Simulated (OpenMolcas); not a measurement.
**CH6Si (methylsilane): a chain of runs**

Aim: the energy (HF/ANO-R0), then the energy (CASSCF(2,2)/ANO-R1), then the energy along one coordinate (CASPT2(2,2)/ANO-R1), then the energy along one coordinate (SC-NEVPT2(2,2)/ANO-R1), then an energy scan (MC-PDFT[tPBE](2,2)/ANO-R1) of CH6Si (methylsilane). 

The calculation is run with OpenMolcas 26.06.

## 1. Starting point

The species is CH6Si (8 atoms), meant as a singlet with charge 0. SMILES: `C[SiH3]`. The shape is that of a PBE0-D4/def2-TZVP optimisation.

Bond lengths: C1–Si2 1.871 Å, C1–H3 1.092 Å, C1–H4 1.092 Å, C1–H5 1.092 Å, Si2–H6 1.488 Å, Si2–H7 1.488 Å, Si2–H8 1.488 Å. Some angles: C1–Si2–H6 110.7°, C1–Si2–H7 110.7°, C1–Si2–H8 110.7°, Si2–C1–H3 110.8°, Si2–C1–H4 110.8°, Si2–C1–H5 110.8°, H6–Si2–H7 108.2°, H6–Si2–H8 108.2°, H7–Si2–H8 108.2°, H3–C1–H4 108.1°.

## 2. The energy at HF/ANO-R0 (sfX2C) (run 1)

The input, mol.xyz:

```xyz
8

C     -0.181500     0.239740    -0.940300
Si     0.162420    -0.214550     0.841500
H     -1.240470     0.112510    -1.175580
H      0.395470    -0.391420    -1.619800
H      0.086600     1.280720    -1.133860
H     -0.624960     0.646220     1.765390
H      1.605560    -0.040010     1.159870
H     -0.203110    -1.633210     1.102780
```

The input, step1.input:

```
&GATEWAY
  Coord
  mol.xyz
  Basis
  ANO-R0
  Group
  NoSym

&SEWARD

&SCF
  PrOrbitals
  0

&LOCALISATION
  Occupied
  Freeze
  Pipek-Mezey

&LOCALISATION
  FileOrb
  $Project.LocOrb
  Virtual
  Pipek-Mezey
```

Run with:

```
$ export MOLCAS_MEM=1860
$ pymolcas step1.input > step1.log
```

Standard output:

```text
--- Start Module: gateway ---
[...]
--- Stop Module: gateway /rc=_RC_ALL_IS_WELL_ ---
[...]
      Basis functions           20
[...]
       Convergence after   9 Iterations
[...]
::    Total SCF energy                               -330.3649616308
[...]
      Total spin, S                                     0.0000000000
[...]
      Total electronic charge=   26.000000
      Total            charge=   -0.000000
[...]
      Dipole Moment (debye):
      Origin of the operator (angstrom)=    0.0518   -0.0685    0.2685
                   X= -2.7386E-01               Y=  3.6174E-01               Z= -1.4188E+00           Total=  1.4895E+00
      Quadrupole Moment (debye*angstrom):
[...]
--- Start Module: localisation ---
[...]
--- Stop Module: localisation /rc=_RC_ALL_IS_WELL_ ---
--- Start Module: localisation ---
[...]
--- Stop Module: localisation /rc=_RC_ALL_IS_WELL_ ---
[...]
```

Run time: 3.6 s. Hardware: 1 thread of Intel Xeon Platinum 8259CL at 2.50GHz (Skylake/Cascade Lake), shared host; peak memory 0.41 GiB.

## 3. A single-point energy at CASSCF(2,2)/ANO-R1 (sfX2C) (run 2)

mol.xyz is that of step 2.

The input, step2.inp:

```
>>> EXPORT MOLCAS_PRINT=2
&GATEWAY
Coord=mol.xyz
Basis=ANO-R0
Group=NoSym
&SEWARD
&RASSCF
FileOrb=$CurrDir/step1.LocOrb
Alter=1
1 12 13
Spin=1
Nactel=2 0 0
Inactive=12
Ras2=2
OrbListing=Nothing
>>> COPY $Project.RunFile RUNFIL1
>>> COPY $Project.RasOrb INPORB
&GATEWAY
Coord=mol.xyz
Basis=ANO-R1
Group=NoSym
&SEWARD
>>> COPY $Project.RunFile RUNFIL2
&EXPBAS
&RASSCF
FileOrb=$Project.ExpOrb
Spin=1
Nactel=2 0 0
Inactive=12
Ras2=2
OrbListing=Nothing
```

Run with:

```
$ export MOLCAS_MEM=1860
$ pymolcas step2.inp > step2.log
```

Standard output:

```text
--- Start Module: gateway ---
[...]
--- Stop Module: gateway /rc=_RC_ALL_IS_WELL_ ---
[...]
      Basis functions           20
[...]
      Number of active orbitals                  2
[...]
      Spin quantum number                      0.0
[...]
      Active orbitals                            2
[...]
      Number of CSFs                             3
[...]
      Number of root(s) required                 1
[...]
      Convergence after  9 iterations
[...]
      printout of CI-coefficients larger than  0.05 for root  1
      energy=    -330.372169
      conf/sym  11     Coeff  Weight
             1  20   0.99589 0.99179
             3  02  -0.09062 0.00821
      Natural orbitals and occupation numbers for root  1
      sym 1:   1.983575   0.016425
      ************************************************************************************************************************
      *                                                    Final results                                                     *
[...]
::    RASSCF root number  1 Total energy:   -330.37216925
[...]
      Basis functions           62
[...]
--- Start Module: expbas ---
[...]
--- Stop Module: expbas /rc=_RC_ALL_IS_WELL_ ---
--- Start Module: rasscf ---
[...]
      Convergence after 13 iterations
[...]
      Natural orbitals and occupation numbers for root  1
      sym 1:   1.981923   0.018077
      ************************************************************************************************************************
      *                                                    Final results                                                     *
[...]
::    RASSCF root number  1 Total energy:   -330.94657472
[...]
      Total electronic charge=   26.000000
      Total            charge=   -0.000000
[...]
      Dipole Moment (debye):
      Origin of the operator (angstrom)=    0.0518   -0.0685    0.2685
                   X= -1.7659E-01               Y=  2.2423E-01               Z= -6.6314E-01           Total=  7.2196E-01
      Quadrupole Moment (debye*angstrom):
[...]
--- Stop Module: rasscf /rc=_RC_ALL_IS_WELL_ ---
[...]
```

Wall time 12 s (1 thread of Intel Xeon Platinum 8259CL at 2.50GHz (Skylake/Cascade Lake), shared host); peak memory 0.41 GiB.

## 4. The energy along one coordinate at CASPT2(2,2)/ANO-R1 (sfX2C, ipea shift 0.25 Eh, pt2 variant SS) (run 3)

The input, step3.inp:

```
>>> COPY $CurrDir/step2.RasOrb $Project.RasOrb
>>> ForEach K in (1, 2, 3, 4, 5, 6, 7, 8, 9)
&GATEWAY
Coord = $CurrDir/point$K.xyz
Basis = ANO-R1
Group = NoSym
&SEWARD
&RASSCF
FileOrb = $Project.RasOrb
Spin = 1
Nactel = 2 0 0
Inactive = 12
Ras2 = 2
OrbListing = Nothing
&CASPT2
Imaginary = 0.2
Frozen = 6
>>> EndDo
```

Run with:

```
$ export MOLCAS_MEM=1860
$ pymolcas step3.inp > step3.log
```

Standard output:

```text
[...]
      Basis functions           62
[...]
      Number of active orbitals                  2
[...]
      Spin quantum number                      0.0
[...]
      Active orbitals                            2
[...]
      Number of CSFs                             3
[...]
      Number of root(s) required                 1
[...]
      Convergence after 12 iterations
[...]
      Natural orbitals and occupation numbers for root  1
      sym 1:   1.987357   0.012643
      ************************************************************************************************************************
      *                                                    Final results                                                     *
[...]
::    RASSCF root number  1 Total energy:   -330.93612123
[...]
::    CASPT2 Root  1     Total energy:   -331.18811860
[...]
      Convergence after 10 iterations
[...]
      Natural orbitals and occupation numbers for root  1
      sym 1:   1.981928   0.018072
      ************************************************************************************************************************
      *                                                    Final results                                                     *
[...]
      Convergence after  9 iterations
[...]
      Natural orbitals and occupation numbers for root  1
      sym 1:   1.822016   0.177984
      ************************************************************************************************************************
      *                                                    Final results                                                     *
[...]
      Convergence after  9 iterations
[...]
      Natural orbitals and occupation numbers for root  1
      sym 1:   1.643077   0.356923
      ************************************************************************************************************************
      *                                                    Final results                                                     *
[...]
      Convergence after 10 iterations
[...]
      Natural orbitals and occupation numbers for root  1
      sym 1:   1.368398   0.631602
      ************************************************************************************************************************
      *                                                    Final results                                                     *
[...]
::    RASSCF root number  1 Total energy:   -330.81143486
[...]
::    CASPT2 Root  1     Total energy:   -331.05308465
[...]
      Convergence after  8 iterations
[...]
::    RASSCF root number  1 Total energy:   -330.80630338
[...]
::    CASPT2 Root  1     Total energy:   -331.04725900
[...]
```

Wall time 87 s (1 thread of Intel Xeon Platinum 8259CL at 2.50GHz (Skylake/Cascade Lake), shared host); peak memory 0.42 GiB.

The scan, from its lowest point:

```
H6–Si2 (Å)  energy (kJ/mol)
     1.339             24.4
     1.488              0.0
     1.637             15.1
     1.860             70.8
     2.158            160.7
     2.530            257.8
     2.976            334.1
     3.571            378.9
     4.464            394.2
```

## 5. The energy along one coordinate at SC-NEVPT2(2,2)/ANO-R1 (sfX2C, pt2 variant SC-NEVPT2) (run 4)

The input, step4.input:

```
>>> COPY $CurrDir/step2.RasOrb $Project.RasOrb
>>> ForEach K in (1, 2, 3, 4, 5, 6, 7, 8, 9)
&GATEWAY
Coord
$CurrDir/point$K.xyz
Basis
ANO-R1
Group
NoSym
&SEWARD
&RASSCF
FileOrb
$Project.RasOrb
Spin
1
Nactel
2 0 0
Inactive
12
Ras2
2
OrbListing
Nothing
&CASPT2
SC-NEVPT2
Frozen
6
>>> EndDo
```

Run with:

```
$ export MOLCAS_MEM=1860
$ pymolcas step4.input > step4.log
```

Standard output:

```text
[...]
      Basis functions           62
[...]
      Number of active orbitals                  2
[...]
      Spin quantum number                      0.0
[...]
      Active orbitals                            2
[...]
      Number of CSFs                             3
[...]
      Number of root(s) required                 1
[...]
      Convergence after 12 iterations
[...]
      printout of CI-coefficients larger than  0.05 for root  1
      energy=    -330.936121
      conf/sym  11     Coeff  Weight
             1  20   0.99683 0.99368
             3  02  -0.07951 0.00632
      Natural orbitals and occupation numbers for root  1
      sym 1:   1.987357   0.012643
      ************************************************************************************************************************
      *                                                    Final results                                                     *
[...]
::    RASSCF root number  1 Total energy:   -330.93612123
[...]
      E2 (Variational):          -0.2474193384
[...]
::    SC-NEVPT2 Root  1     Total energy:   -331.18352007
[...]
      Convergence after 10 iterations
[...]
      Natural orbitals and occupation numbers for root  1
      sym 1:   1.981928   0.018072
      ************************************************************************************************************************
      *                                                    Final results                                                     *
[...]
      Convergence after  9 iterations
[...]
      Natural orbitals and occupation numbers for root  1
      sym 1:   1.822016   0.177984
      ************************************************************************************************************************
      *                                                    Final results                                                     *
[...]
      Convergence after  9 iterations
[...]
      Natural orbitals and occupation numbers for root  1
      sym 1:   1.643077   0.356923
      ************************************************************************************************************************
      *                                                    Final results                                                     *
[...]
      Convergence after 10 iterations
[...]
::    RASSCF root number  1 Total energy:   -330.81143486
[...]
::    SC-NEVPT2 Root  1     Total energy:   -331.05168266
[...]
      Convergence after  8 iterations
[...]
::    RASSCF root number  1 Total energy:   -330.80630338
[...]
      E2 (Variational):          -0.2398160447
[...]
      Reference weight:           0.91359
[...]
::    SC-NEVPT2 Root  1     Total energy:   -331.04611942
[...]
```

It took 77 s on 1 thread of Intel Xeon Platinum 8259CL at 2.50GHz (Skylake/Cascade Lake), shared host; peak memory 0.42 GiB.

The scan, from its lowest point:

```
H6–Si2 (Å)  energy (kJ/mol)
     1.339             25.7
     1.488              0.0
     1.637             14.0
     1.860             68.4
     2.158            156.9
     2.530            252.9
     2.976            328.1
     3.571            371.8
     4.464            386.4
```

## 6. An energy scan at MC-PDFT[tPBE](2,2)/ANO-R1 (sfX2C) (run 5)

The input, step5.input:

```
>>> COPY $CurrDir/step2.RasOrb $Project.RasOrb
>>> ForEach K in (1, 2, 3, 4, 5, 6, 7, 8, 9)

&GATEWAY
 COORD = $CurrDir/point$K.xyz
 BASIS = ANO-R1
 GROUP = NoSym

&SEWARD

&RASSCF
 FILEORB = $Project.RasOrb
 SPIN = 1
 NACTEL = 2 0 0
 INACTIVE = 12
 RAS2 = 2
 ORBLISTING = Nothing

&MCPDFT
 KSDFT = T:PBE
>>> EndDo
```

Run with:

```
$ export MOLCAS_MEM=1860
$ pymolcas step5.input > step5.log
```

Standard output:

```text
--- Start Module: gateway ---
[...]
      Basis functions           62
[...]
      Number of active orbitals                  2
[...]
      Spin quantum number                      0.0
[...]
      Active orbitals                            2
[...]
      Number of CSFs                             3
[...]
      Number of root(s) required                 1
[...]
      Convergence after 12 iterations
[...]
      printout of CI-coefficients larger than  0.05 for root  1
      energy=    -330.936121
      conf/sym  11     Coeff  Weight
             1  20   0.99683 0.99368
             3  02  -0.07951 0.00632
      Natural orbitals and occupation numbers for root  1
      sym 1:   1.987357   0.012643
      ************************************************************************************************************************
      *                                                    Final results                                                     *
[...]
::    RASSCF root number  1 Total energy:   -330.93612123
[...]
::    MCPDFT root number  1 Total energy:   -331.60443742
[...]
      Convergence after 10 iterations
[...]
      Natural orbitals and occupation numbers for root  1
      sym 1:   1.981928   0.018072
      ************************************************************************************************************************
      *                                                    Final results                                                     *
[...]
      Convergence after  9 iterations
[...]
      Natural orbitals and occupation numbers for root  1
      sym 1:   1.822016   0.177984
      ************************************************************************************************************************
      *                                                    Final results                                                     *
[...]
      Convergence after  9 iterations
[...]
      Natural orbitals and occupation numbers for root  1
      sym 1:   1.643077   0.356923
      ************************************************************************************************************************
      *                                                    Final results                                                     *
[...]
      Convergence after 10 iterations
[...]
::    RASSCF root number  1 Total energy:   -330.81143486
[...]
::    MCPDFT root number  1 Total energy:   -331.46649869
[...]
      Convergence after  8 iterations
[...]
::    RASSCF root number  1 Total energy:   -330.80630338
[...]
      Total electronic charge=   26.000000
      Total            charge=   -0.000000
[...]
::    MCPDFT root number  1 Total energy:   -331.46094715
[...]
```

It took 87 s on 1 thread of Intel Xeon Platinum 8259CL at 2.50GHz (Skylake/Cascade Lake), shared host; peak memory 0.42 GiB.

The scan, from its lowest point:

```
H6–Si2 (Å)  energy (kJ/mol)
     1.339             26.5
     1.488              0.0
     1.637             12.9
     1.860             66.2
     2.158            154.9
     2.530            254.5
     2.976            337.6
     3.571            388.6
     4.464            403.2
```

## 7. Summary of results

| quantity | value |
| --- | --- |
| run 1, HF/ANO-R0: total energy | -330.36496 Eh |
| run 1, HF/ANO-R0: dipole moment | 1.49 D |
| run 1, HF/ANO-R0: HOMO energy | -13.96 eV |
| run 1, HF/ANO-R0: LUMO energy | 3.01 eV |
| run 1, HF/ANO-R0: HOMO–LUMO gap | 16.97 eV |
| run 2, CASSCF(2,2)/ANO-R1: total energy | -330.94657 Eh |
| run 2, CASSCF(2,2)/ANO-R1: dipole moment (CASSCF density) | 0.72 D |
| run 3, CASPT2(2,2)/ANO-R1: lowest energy of the scan | -331.19741 Eh |
| run 4, SC-NEVPT2(2,2)/ANO-R1: lowest energy of the scan | -331.19330 Eh |
| run 5, MC-PDFT[tPBE](2,2)/ANO-R1: lowest energy of the scan | -331.61453 Eh |

In words: Mulliken charges (run 1, HF/ANO-R0) run from -1.04 on C1 to +0.29 on H3; they depend strongly on the basis. Mulliken charges (run 2, CASSCF(2,2)/ANO-R1) run from -0.24 on C1 to +0.07 on H4.
